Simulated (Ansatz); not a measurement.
Consider the formal exchange of groups at a C–C bond: `CC(Cl)C=N` + `CF` → `CC(Cl)CF` + `C=N`.

Isolated molecules relaxed with PBE0-D4/def2-TZVP in Ansatz; ΔE leaves out vibrations. CCSD(T)/CBS is the MP2 limit (def2-TZVPP, def2-QZVPP) plus CCSD(T) − MP2 in def2-TZVPP, frozen cores. This one scheme is used for every species. Functionals use def2-TZVPP. B3LYP here is the variant with VWN-RPA as its local correlation; programs differ in this. One conformer a species, not always the lowest.

Q: Is it downhill or uphill in electronic energy at CCSD(T)/CBS, and by how much? (Estimate.)

A: Computed: Uphill: ΔE = +1.4 kcal/mol.

Q: What do these levels give: PBE-D4, B3LYP-D4, PBE, r2SCAN, B3LYP, HF/def2-TZVPP, CCSD/def2-TZVPP, CCSD(T)/def2-TZVPP, HF/def2-QZVPP, MP2/def2-QZVPP, SCS-MP2/def2-QZVPP, HF/CBS(def2)? (An estimate is asked.)

A: Computed: PBE-D4 2.3, B3LYP-D4 2.3, PBE 2.0, r2SCAN 1.9, B3LYP 1.8, HF/def2-TZVPP 1.2, CCSD/def2-TZVPP 1.1, CCSD(T)/def2-TZVPP 1.3, HF/def2-QZVPP 1.3, MP2/def2-QZVPP 2.2, SCS-MP2/def2-QZVPP 1.8, HF/CBS(def2) 1.3 kcal/mol.

Largest T1 diagnostic among the species: 0.012.
